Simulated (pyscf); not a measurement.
# Four-centre exchange: `[OH][PH][OH]` + `[H][H]` → `[OH][PH][OH]` + `[H][H]`

Gas phase, singlet surface, charge 0. Bonds broken: O1–H7, H4–H8. Bonds formed: O1–H4, H7–H8. Optimised with ωB97X-D3(BJ)/def2-SVP in PySCF.

Transition state (Å):

```xyz
8

O     -1.5436    -0.2123    -0.5851
P     -1.0029     0.7718     0.6420
O      0.6524     0.7103     0.4738
H     -1.2690    -0.1843    -1.8296
H     -1.0588    -0.2310     1.6543
H      0.9781     1.5543     0.1385
H     -0.9109    -1.0587    -1.3136
H     -0.7799    -0.9567    -2.3606
```

One imaginary mode, 2733i cm⁻¹; descent along it reached the two sides named.

```
bond   change  reactant side (Å)  saddle  product side
-----  ------  -----------------  ------  ------------
O1–H7  breaks              0.967   1.284           2.7
H4–H8  breaks              0.761   1.057           3.3
O1–H4   forms              2.516   1.275         0.965
H7–H8   forms                3.6   1.060         0.761
```

Electronic energies relative to the separated reactants (kJ/mol):

```tsv
level	barrier	reaction energy	reverse barrier
ωB97X-D3(BJ)/def2-TZVP	291.1	0.0	291.1
PBE/def2-TZVP	248.0	0.0	248.0
r²SCAN/def2-TZVP	268.6	0.0	268.6
B3LYP-D3(BJ)/def2-TZVP	277.2	0.0	277.2
PBE0-D3(BJ)/def2-TZVP	270.5	0.0	270.5
M06-2X/def2-TZVP	296.1	0.0	296.1
ωB97M-D3(BJ)/def2-TZVP	283.8	0.0	283.8
HF/def2-TZVP	375.6	0.0	375.6
```

With ωB97M-D3(BJ)/def2-TZVP energies and thermal terms (ideal gas, 1 atm, RRHO with modes under 100 cm⁻¹ raised to 100, one conformer, R ln 2 for chiral ones without a mode under 150 cm⁻¹), in kJ/mol:

```json
[
 {"T (K)": "298", "ΔH‡": "275.4", "ΔG‡": "306.9", "ΔH": "0.0", "ΔG": "0.0"},
 {"T (K)": "600", "ΔH‡": "272.5", "ΔG‡": "340.2", "ΔH": "0.0", "ΔG": "0.0"},
 {"T (K)": "900", "ΔH‡": "272.4", "ΔG‡": "374.1", "ΔH": "0.0", "ΔG": "0.0"},
 {"T (K)": "1200", "ΔH‡": "274.1", "ΔG‡": "407.8", "ΔH": "0.0", "ΔG": "0.0"}
]
```

The same reactants have a lower exit, to HO–PH₂ + H₂O (barrier +257.9 kJ/mol at ωB97M-D3(BJ)/def2-TZVP, against +283.8 kJ/mol here). Another saddle between the same species, by other bonds, lies lower (229.9 kJ/mol against 283.8 kJ/mol at ωB97M-D3(BJ)/def2-TZVP).
